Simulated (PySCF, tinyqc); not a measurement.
Ways to converge the cycle: SCF convergence aids in the sto-3g basis, for HF, spin multiplicity 1. Computed by the program tinyqc with PySCF. RHF with one setting changed at a time; a run stops when the energy changes by less than 1e-09 hartree and the error matrix is below 1e-5. The start is the Wolfsberg-Helmholz matrix. Damping d keeps d of the old density; a shift (hartree) raises the virtual levels; DIIS n extrapolates F over n matrices.

Geometry (angstrom):
```
atom,x,y,z
F,0.0000,0.0000,0.0000
H,0.0000,0.0000,1.6130
```

lowest restricted solution found by these runs and by PySCF = -98.373699 hartree

Largest element of the error matrix X^T (FDS - SDF) X:
```
iteration,plain,damping 0.3,damping 0.6,shift 0.4,DIIS 3,DIIS 8
1,3.2e-01,3.2e-01,3.2e-01,3.2e-01,3.2e-01,3.2e-01
2,3.6e-01,6.6e-02,1.7e-01,3.2e-01,3.6e-01,3.6e-01
3,1.6e-01,1.6e-02,9.4e-02,8.4e-02,4.9e-02,4.9e-02
4,6.2e-02,5.5e-03,5.0e-02,1.7e-02,2.1e-03,2.1e-03
5,2.4e-02,2.9e-03,2.7e-02,4.1e-03,8.6e-05,3.6e-05
6,8.9e-03,1.5e-03,1.6e-02,1.5e-03,2.1e-06,1.0e-05
8,1.3e-03,3.3e-04,5.5e-03,2.2e-04,-,-
10,1.9e-04,7.0e-05,1.9e-03,3.0e-05,-,-
14,3.8e-06,2.8e-06,2.7e-04,-,-,-
20,-,-,3.6e-05,-,-,-
30,-,-,9.1e-07,-,-,-
```

How each run ends:
```
run,iterations,E (hartree),state
plain,14,-98.373699,lowest found
damping 0.3,19,-98.373699,lowest found
damping 0.6,40,-98.373699,lowest found
shift 0.4,12,-98.373699,lowest found
DIIS 3,7,-98.373699,lowest found
DIIS 8,7,-98.373699,lowest found
```

What does the comparison show, and why?

6 of 6 runs reach the lowest restricted solution found, in 7 to 40 iterations (fastest: DIIS 3, DIIS 8). Plain steps already contract here, so damping only slows them. DIIS 3 and DIIS 8 gain by cancelling the error over several earlier matrices, much as a quasi-Newton step does. The restricted reference is unstable here: a spin-polarised solution lies 0.0916 hartree lower (PySCF), so results built on it describe a poor reference.
